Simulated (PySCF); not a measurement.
Compound: C3H6N (doublet state).
Z-matrix (Å and degrees, GFN2-xTB geometry), rows numbered from 1:
```
C 
C   1  1.3725
N   2  1.3050  1  121.25
C   3  1.4123  2  119.40  1   179.98
H   1  1.0742  2  121.38  3  -179.97
H   1  1.0744  2  119.94  3     0.01
H   2  1.0999  1  118.37  3  -179.99
H   4  1.0941  3  108.37  2   122.39
H   4  1.1007  3  114.37  2    -0.02
H   4  1.0942  3  108.40  2  -122.47
```

The hyperfine couplings belong to this conformer and change with its torsions.

As a line formula: `[CH2]/C=N/C` [radical].

Theory: UKS B3LYP, pcH-1 on C H N, non-relativistic, mean-field spin-orbit, GIAO (PySCF 2.14.0). Isolated species at its GFN2-xTB geometry, gas phase. A GFN2-xTB geometry isn't a minimum of the functional, and hyperfine couplings can be far from their values at a DFT geometry. Stability of the SCF solution: not tested. ⟨S²⟩ is 0.777 where a pure state has 0.75.

Largest spin populations (Mulliken): C1 (+0.74), N3 (+0.53) and C2 (-0.24). The angles at C1 add up to 360.0°, so it is planar; its axial dipolar tensor and the negative couplings of its protons fit spin in a p orbital normal to that plane.

Question: Test a(H) = Q·ρ(C) for the protons on planar carbons with a spin population beyond ±0.08.

Answer: 
```csv
H,C,ρ(C),a(H) (G),a/ρ (G)
H5,C1,+0.738,-16.05,-21.8
H6,C1,+0.738,-15.60,-21.1
H7,C2,-0.238,+3.48,-14.6
```

A least-squares line through the origin gives Q = -21.1 G with Mulliken populations. In McConnell's picture π spin on carbon polarises the C–H bond and leaves opposite spin at the proton, which makes Q negative, as found here. Where ρ is negative the coupling is positive.

Couplings in gauss use g_iso = 2.0036.
